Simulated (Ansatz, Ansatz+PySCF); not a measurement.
```yaml
atoms:
  - { symbol: Li, position_ang: [-0.0052, 0.0038, -1.4810] }
  - { symbol: O, position_ang: [-0.0044, -0.0077, 0.3331] }
  - { symbol: H, position_ang: [0.0055, 0.7764, 0.9164] }
  - { symbol: H, position_ang: [0.0024, -0.7586, 0.9184] }
```

RHF on singlet LiH₂O(+) was run in several spherical basis sets with Ansatz (development build ahead of 0.2.0).

(1) Rank the basis sets by the total energy that they give, lowest first, with the distance from the lowest.
A. STO-3G
B. 6-31G(d)
C. cc-pVDZ
D. def2-TZVP
E. cc-pVTZ
F. def2-SVP

Results:

(1) D (0.00 eV), E (0.03 eV), C (0.71 eV), B (1.24 eV), F (2.59 eV), A (30.73 eV).

Totals follow the description of the cores as much as that of the bonds, so this order isn't one of quality for chemistry.
